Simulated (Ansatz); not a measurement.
A nudged elastic band was laid between two geometries of CH6BN + H2 (11 atoms, charge 0, multiplicity 1).

Level of theory: RKS B3LYP-D4/6-31G* (Ansatz 0.2.0).

```json
{
 "movable images": "7",
 "climbing image": "yes",
 "spring": "0.5 eV/Å²",
 "optimiser": "quadratic models (default)",
 "start path": "through a guess of the saddle point",
 "force threshold": "0.05 eV/Å",
 "iteration limit": "60",
 "end points": "relaxed"
}
```

Initial state:

```xyz
11
Properties=species:S:1:pos:R:3
B -0.173 0.588 0.206
N -0.086 0.138 1.528
H -0.848 -0.325 2.007
H 0.737 0.256 2.103
H 0.796 1.135 -0.247
C -1.479 0.389 -0.656
H -2.296 -0.120 -0.128
H -1.859 1.358 -1.009
H -1.255 -0.189 -1.563
H 0.601 -3.271 0.989
H 0.502 -2.534 1.009
```

Final state:

```xyz
11
Properties=species:S:1:pos:R:3
B -0.022 -0.571 -0.050
N 0.023 -0.397 1.620
H -0.803 -0.811 2.054
H 0.051 0.589 1.885
H 1.021 -0.059 -0.408
C -1.356 0.183 -0.554
H -2.288 -0.242 -0.146
H -1.369 1.262 -0.329
H -1.438 0.100 -1.645
H -0.028 -1.777 -0.201
H 0.847 -0.852 2.014
```

Which bonds break or form, and what moves?

Bonds broken: H10–H11. Bonds formed: B1–H10, N2–H11. CH6BN + H2 becomes CH8BN.

What energy profile does the band end with?

The forces met the threshold. The highest image is number 4 of 0 to 8, 1.95 eV above the first end and 1.74 eV above the last; the last end lies 0.22 eV above the first. Neighbouring images differ by up to 1.5 eV, so the band resolves the path poorly. Another band between the same ends (7 images) ends at a top of the same energy, where a vibrational analysis finds 1 clearly imaginary mode. The orbitals stay closed-shell, which can raise the energy where a bond breaks towards radicals; this wasn't checked here.

```
image  path coordinate (Å)  energy (eV)  H10–H11 (Å)  B1–H10 (Å)  N2–H11 (Å)
    0                 0.00         0.00         0.74        4.01        2.79
    1                 0.87         0.00         0.74        3.67        2.83
    2                 1.74         0.06         0.74        3.02        2.64
    3                 2.60         0.46         0.75        2.21        2.16
    4                 3.47         1.95         0.99        1.41        1.38
    5                 4.10         0.73         1.69        1.24        1.03
    6                 4.74         0.31         2.31        1.21        1.02
    7                 5.37         0.25         2.42        1.22        1.02
    8                 6.00         0.22         2.55        1.22        1.02
```

What is the geometry of the highest image?


```xyz
11
Properties=species:S:1:pos:R:3
B 0.009 -0.194 0.166
N -0.058 -0.301 1.746
H -0.973 -0.253 2.178
H 0.653 0.173 2.289
H 1.020 0.333 -0.210
C -1.375 0.080 -0.567
H -2.199 -0.543 -0.192
H -1.664 1.129 -0.406
H -1.314 -0.074 -1.651
H 0.309 -1.552 -0.043
H 0.233 -1.373 0.930
```

Time of the run: 100 s on 1 thread of AMD EPYC 9R45 96-Core Processor (Zen 5), on a shared host, peak memory 0.14 GiB.
